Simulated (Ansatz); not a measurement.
Species: C2HO, net charge -1, singlet state. It need not be the lowest isomer of its formula. Whether it binds its extra electron was not tested at this geometry. 
Structure (B3LYP-D3(BJ)/def2-TZVP (Ansatz, a program for electronic structure) minimum search):
SMILES: [CH-]=C=O
```xyz
4

C     -0.0312    -0.0638    -1.2579
C      0.0043    -0.0234    -0.0030
H      0.0717    -0.7629    -2.0591
O      0.0113     0.1608     1.2030
```
Charge -1, spin multiplicity 1.

Basis-set convergence of Hartree-Fock and MP2 correlation energies (hartree) with Ansatz. Cores are frozen in the correlated levels unless marked. Spin-orbit coupling is left out. Non-relativistic.

```
basis        functions       E(HF)  E(corr, MP2)
-----------  ---------  ----------  ------------
aug-cc-pVDZ         78  -151.14216      -0.47402
aug-cc-pVTZ        161           ?             ?
```

Q: What belongs in the gaps?

A: 
- aug-cc-pVTZ, E(HF): -151.17810
- aug-cc-pVTZ, E(corr, MP2): -0.56857
